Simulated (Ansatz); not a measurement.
Input file:

```yaml
crystal:
  periodic: [false, false, false]
  atoms:
    - {symbol: Be, position_ang: [0.000000, 0.000000, 0.924500]}
    - {symbol: Be, position_ang: [0.000000, 0.000000, -0.924500]}
    - {symbol: H, position_ang: [0.000000, 0.000000, 2.272018]}
    - {symbol: H, position_ang: [0.000000, 0.000000, -2.272018]}
basis:
  gaussian: {orbitals: cc-pVDZ}
magnetization: {spin_polarized: false}
correlation: {method: ccsdt_q, electrons: outside_noble_gas}
```

```sh
$ ansatz run in.yaml --threads 1 --pin off --events-out ev --progress --plain --max-ram 2393MiB
```

(1) Roughly how long does this take on 1 thread of Arm Neoverse V1, shared host, and how much host memory?

```
645 factors; integrals over basis functions are off by at most 2.3e-7 eV
mean field evaluation 1: about -825.4896 eV, gradient 1.1e1 eV
mean field evaluation 2: about -825.5446 eV, gradient 1.1e1 eV
mean field evaluation 4: about -826.3320 eV, gradient 3.3e-1 eV
mean field evaluation 8: about -826.3325 eV, gradient 7.2e-6 eV
mean field evaluation 16: about -826.2472 eV, gradient 3.2e-1 eV
mean field -826.33253559 eV, -30.3671605745 hartree, gradient 3.3e-6 eV, S^2 0.000000; 0 other end points of the search recorded, 0 dependent functions left out
2 core orbitals not correlated: weight in the atoms' cores, before any rotation towards them, 1.000 or more for the frozen orbitals, at most 0.000 for the correlated occupied ones
reference -826.33253559 eV, -30.3671605745 hartree; 3, 3 occupied and 33, 33 virtual orbitals, 645 factors
second order -2.16335738 eV of doubles, -0.00000000 eV of singles
cycle   1  -2.70385985 eV  change   -5.4e-1 eV  update   6.6e-2
cycle   2  -2.99851930 eV  change   -2.9e-1 eV  update   3.0e-2
cycle   3  -3.01026044 eV  change   -1.2e-2 eV  update   7.7e-3
cycle   4  -3.01252703 eV  change   -2.3e-3 eV  update   2.0e-3
cycle   5  -3.01208139 eV  change    4.5e-4 eV  update   6.9e-4
cycle   6  -3.01177818 eV  change    3.0e-4 eV  update   2.9e-4
cycle   7  -3.01182397 eV  change   -4.6e-5 eV  update   1.2e-4
cycle   8  -3.01187367 eV  change   -5.0e-5 eV  update   4.0e-5
cycle   9  -3.01185545 eV  change    1.8e-5 eV  update   1.6e-5
cycle  10  -3.01185041 eV  change    5.0e-6 eV  update   6.2e-6
cycle  11  -3.01184986 eV  change    5.6e-7 eV  update   2.8e-6
cycle  12  -3.01185071 eV  change   -8.6e-7 eV  update   1.1e-6
cycle  13  -3.01185106 eV  change   -3.5e-7 eV  update   4.0e-7
perturbative correction -0.00119962 eV, -0.0000440852 hartree
Total energy: -829.34558627 eV, -30.4778881447 hartree
```

For the same geometry and basis full CI lies 0.4 meV lower.

Answers

(1) 1.5 s wall and 0.11 GiB.
